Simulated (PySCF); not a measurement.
# First-order multiplets

Bonds (- single, = double, # triple, : aromatic): O1=C2 1.196 Å, C2-O3 1.329 Å, C2-C4 1.531 Å, C4-F5 1.337 Å, C4-F6 1.343 Å. O3 carries H7; C4 carries H8.

Theoretical values (PySCF 2.14): PBE/pcSseg-2 with gauge-including orbitals, geometry from PBE0-D3(BJ)/def2-SVP, J: B3LYP/pcJ-1. Non-relativistic, no solvent model, fast rotation and ring inversion assumed for equivalent nuclei, single conformer.

Shifts are taken against calculated references (same method and geometry level): CFCl3 for $^{19}$F; TMS for $^{1}$H.

Spectrometer: 500 MHz for $^{1}$H. First-order analysis; couplings under 1 Hz (under 4 Hz in carbon signals) are ignored, and nearly equal couplings are merged; the smaller ones broaden or split the lines further.

Q: What pattern does F5/F6 show ($^{19}$F)?

A: A doublet at δ -158.8: 59.1 Hz to H8 (1 × $^{1}$H, 2 bonds away). Lines in Hz from the centre (relative intensity): +29.6 (1), -29.6 (1). The outer lines are 59.1 Hz apart, the sum of the couplings kept, or 0.126 ppm at this field.

Q: What pattern does H8 show ($^{1}$H)?

A: A triplet at δ 6.18: 59.1 Hz to F5/F6 (2 × $^{19}$F, 2 bonds away). Lines in Hz from the centre (relative intensity): +59.1 (1), +0.0 (2), -59.1 (1). The outer lines are 118.2 Hz apart, the sum of the couplings kept, or 0.236 ppm at this field.

OH/NH shifts are gas-phase values; hydrogen bonding in solution moves them, usually downfield.
